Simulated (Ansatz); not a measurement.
**Competing steps**

Reactants: BNH₃F ([NH2][BH][F]) (brackets give SMILES or just the links). Saddle points were found for several chosen steps; others may exist. Gas-phase electronic energies, without zero-point energy, by CCSD(T) at an estimated basis limit (MP2 extrapolated from triple and quadruple zeta, plus CCSD(T) − MP2 in triple zeta); Ansatz 0.2.0, def2-TZVPP and QZVPP, frozen cores, on PBE0-D4/def2-TZVP structures. Extrapolation: Hartree–Fock as exp(−7.88 √X), correlation as X^−2.97. No counterpoise correction.

Q: Rank the steps by the energy of their saddle points, lowest first, and give each saddle's height above the lowest. (To be estimated.)
A. 1,2-elimination, to BNHF ([NH][B][F]) + H₂ (breaks or loosens B–H, H–N; forms H–H)
B. 1,2-elimination, to BNH₂ ([BH][NH]) + HF (breaks or loosens B–F, H–N; forms F–H)

A: Computed: B (0.000 eV), A (0.304 eV). Heights count from the lowest.

The lowest of these saddles lies at 3.253 eV relative to the reactant.

Q: Does the lowest of these saddles lead to the lowest end structure (the products still in contact)? (Judge from chemistry; the calculation decides.)

A: Computed: No: the step over a higher saddle ends lower. Relative to the reactant, the ends lie at 2.565 (BNH₂ ([BH][NH]) + HF); 2.250 (BNHF ([NH][B][F]) + H₂) eV.

No T1 diagnostic of these runs exceeds 0.015.

For scale, one of the runs: CCSD(T)/def2-TZVPP, 135 basis functions, launched by `ansatz run in.yaml --threads 2 --pin off --events-out ev --progress --plain --max-ram 4352MiB`. The run took 8.5 s on 2 CPU threads of an Arm Neoverse V2 (shared host), with 0.75 GiB of host memory at its peak.
